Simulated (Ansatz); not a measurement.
`C=CC=CC=N` + HCl → `C=CCl` + `C=CC=N`  (substitution at a C–C bond)

Isolated molecules relaxed with PBE0-D4/def2-TZVP in Ansatz; ΔE leaves out vibrations. CBS: MP2 limit from def2 TZ/QZ plus the TZ coupled-cluster correction, frozen cores. This one scheme is used for every species. Functionals use def2-TZVPP. One conformer a species, not always the lowest.

`C=CC=CC=N`:

```xyz
13

C     0.916    2.271    1.312
C    -0.020    1.479    0.789
C     0.266    0.220    0.145
C    -0.665   -0.587   -0.385
C    -0.333   -1.844   -1.022
N    -1.234   -2.593   -1.518
H     1.966    2.000    1.279
H     0.664    3.211    1.788
H    -1.065    1.776    0.837
H     1.312   -0.079    0.096
H    -1.718   -0.324   -0.356
H     0.737   -2.095   -1.043
H    -0.825   -3.433   -1.923
```

HCl:

Cartesian coordinates in Å:
```
Cl 0.553 0.146 -0.286
H -0.553 -0.146 0.286
```

`C=CCl`:

```xyz
6

C    -0.666   -0.282    0.145
C     0.452    0.344   -0.167
Cl    2.018   -0.324    0.089
H    -0.669   -1.270    0.588
H    -1.617    0.200   -0.045
H     0.483    1.331   -0.610
```

`C=CC=N`:

```xyz
9

C     0.085    1.300   -0.214
C     0.514    0.072   -0.484
C     0.110   -1.127    0.269
N    -0.992   -1.337    0.858
H     0.411    2.154   -0.794
H    -0.594    1.496    0.610
H     1.239   -0.083   -1.280
H     0.855   -1.927    0.314
H    -1.626   -0.546    0.722
```

```csv
level,ΔE (kJ/mol),difference from CCSD(T)/CBS
r2SCAN-D4,76.4,7.2
ωB97X-V,63.3,-5.9
ωB97M-V,63.9,-5.3
B2PLYP,71.3,2.1
r2SCAN,75.4,6.2
MP2/def2-TZVPP,74.9,5.7
SCS-MP2/def2-TZVPP,70.3,1.1
CCSD(T)/def2-TZVPP,70.2,1.0
MP2/def2-QZVPP,74.6,5.4
HF/CBS(def2),69.7,0.5
CCSD(T)/CBS,69.2,0
```

Largest T1 diagnostic among the species: 0.012.
